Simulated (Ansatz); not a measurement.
# BClFH3 (built from SMILES BCl.F): Born-Oppenheimer dynamics

The task is to watch the atoms for 80 steps of 1.0 fs, started with velocities for 700 K and run at constant energy, and see to which side of the barrier the system falls.

Computed with Ansatz 0.2.0, Gaussian basis. Level: PBE0-D4/def2-SVP.

1 further run of the same task is left out (it didn't finish).

## (1) The system as given

The start, a first-order saddle point found at PBE0-D4 in triple zeta: 6 atoms, charge 0, spin multiplicity 1.

Atoms are counted from 1 here; the program's logs count them from 0.

Bond lengths: B1–Cl2 2.019 Å, B1–H3 1.189 Å, B1–H4 1.189 Å, B1–F6 1.526 Å, Cl2–H5 1.525 Å. Angles: Cl2–B1–H3 108.3°, Cl2–B1–H4 108.3°, Cl2–B1–F6 88.2°, H3–B1–H4 124.0°, H3–B1–F6 111.0°, H4–B1–F6 111.0°, B1–Cl2–H5 58.2°.

Coordinates:

```mol
BClFH3
  3D, bonds by distance, orders not assigned

  6  5  0  0  0  0  0  0  0  0999 V2000
   -0.0862    0.2903   -0.4442 B   0  0
    0.8582   -1.3710    0.2083 Cl  0  0
    0.7359    1.0945   -0.7440 H   0  0
   -0.9800   -0.0419   -1.1537 H   0  0
    0.0476   -0.4864    1.1497 H   0  0
   -0.5756    0.5144    0.9839 F   0  0
  1  2  8  0
  1  3  8  0
  1  4  8  0
  1  6  8  0
  2  5  8  0
M  END
```

## (2) Dynamics

The input, md/in.yaml:

```yaml
crystal:
  periodic: [false, false, false]
  atoms:
    - {symbol: B, position_ang: [-0.086190, 0.290268, -0.444188]}
    - {symbol: Cl, position_ang: [0.858239, -1.370966, 0.208301]}
    - {symbol: H, position_ang: [0.735936, 1.094521, -0.743963]}
    - {symbol: H, position_ang: [-0.979977, -0.041917, -1.153678]}
    - {symbol: H, position_ang: [0.047607, -0.486390, 1.149714]}
    - {symbol: F, position_ang: [-0.575614, 0.514385, 0.983915]}
basis:
  gaussian: {orbitals: def2-SVP}
hamiltonian: {xc: pbe0, dispersion: d4}
md: {n_steps: 80, timestep: 1.0, temperature: 700, ensemble: nve, seed: 575, initial_velocities: maxwell_boltzmann}
```

Command:

```console
$ ansatz run in.yaml --threads 2 --pin off --events-out ev --progress --plain --max-ram 4352MiB
```

Before running it: what results should come out? Wanted: temperature at the start; mean temperature, second half; lowest and highest potential energy, from the first frame; largest change of potential + kinetic; bonds lost by distance; bonds made by distance.

As calculated:

| quantity | value |
| --- | --- |
| length | 80 steps, 80.0 fs |
| temperature at the start | 700 K |
| mean temperature, second half | 864 K |
| lowest and highest potential energy, from the first frame | -189 and 341 meV |
| largest change of potential + kinetic | 13.7 meV |
| bonds lost by distance | B1–F6, Cl2–H5 |
| bonds made by distance | H5–F6 |

**Reading.** By the last frame it has moved back towards the start side of the step. With no thermostat the total energy should stay fixed; it holds within 13.7 meV, or 4 % of the mean kinetic energy of 365 meV, more than a sound time step leaves. With 6 atoms the instant temperature spans 67 to 1067 K.
